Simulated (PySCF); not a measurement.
Compound: C4H7OS (doublet state).
Z-matrix (Å and degrees, GFN2-xTB geometry), rows numbered from 1:
```
C 
C   1  1.5195
O   2  1.4105  1  108.33
C   3  1.4105  2  113.49  1   179.96
C   4  1.4547  3  113.02  2   179.97
S   5  1.5711  4  135.51  3     0.06
H   1  1.0865  2  109.94  3   179.91
H   1  1.0864  2  109.82  3   -59.70
H   1  1.0864  2  109.81  3    59.54
H   2  1.1022  1  110.42  3  -120.38
H   2  1.1022  1  110.40  3   120.36
H   4  1.1059  3  110.60  2   -58.94
H   4  1.1059  3  110.60  2    58.88
```

The hyperfine couplings belong to this conformer and change with its torsions.

As a line formula: `CCOC[C]=S` [radical].

Theory: UKS B3LYP, pcH-1 on C H O S, non-relativistic, mean-field spin-orbit, GIAO (PySCF). Geometry: GFN2-xTB, one conformer, isolated molecule. Couplings are sensitive to structure, and on GFN2-xTB geometries they can be far from those on DFT ones. Stability of the SCF solution: not tested.

(1) What is the g tensor, term by term?

(2) At 9.705 GHz, how far is the centre of the isotropic spectrum from where a free electron (g = 2.002319) resonates?

(3) How much does each term add to the isotropic shift?

(4) In a frozen sample, at which fields do the three g values resonate at 9.5, 34, 94 and 263 GHz (hyperfine left aside), and which band first spreads them over more than twice a line width of 0.3 mT?

Results:

(1) 
```
                    Δg (ppt)       1      2      3
relativistic mass correction   -0.20  -0.20  -0.20
            gauge correction    0.05   0.01  -0.06
   orbital Zeeman/spin–orbit  -27.74  -0.44   7.67
                       total  -27.90  -0.64   7.41
```

So g = 1.97442, 2.00168, 2.00973 and g_iso = 1.99528; the tensor is rhombic: the two nearest values differ by 23 % of g3 − g1. 

(2) B = hν/(g μB) with μB/h = 13.99624 MHz/mT gives 346.30 mT for the free electron and 347.52 mT at g_iso, 1.22 mT higher.

(3) The orbital-Zeeman/spin–orbit term -6.84, the mass correction -0.20 and the gauge correction 0.00 ppt, for a total of -7.04 ppt. The orbital-Zeeman/spin–orbit term is the largest in size. The mass correction is the same along every axis, so the anisotropy comes from the other two: their spans along these axes are 0.10 (gauge) and 35.41 ppt (orbital Zeeman/spin–orbit).

(4) 
```csv
band,GHz,B(g3) mT,B(g2) mT,B(g1) mT,spread mT
X,9.5,337.73,339.09,343.77,6.04
Q,34.0,1208.73,1213.59,1230.35,21.61
W,94.0,3341.79,3355.22,3401.54,59.75
J,263.0,9349.90,9387.49,9517.09,167.19
```

The spread grows in proportion to the frequency. X band is the first where it exceeds 0.6 mT.

Largest spin populations (Mulliken): C5 (+0.59) and S6 (+0.38).

The HOMO–LUMO gaps are 3.28 eV among the α and 5.15 eV among the β orbitals.
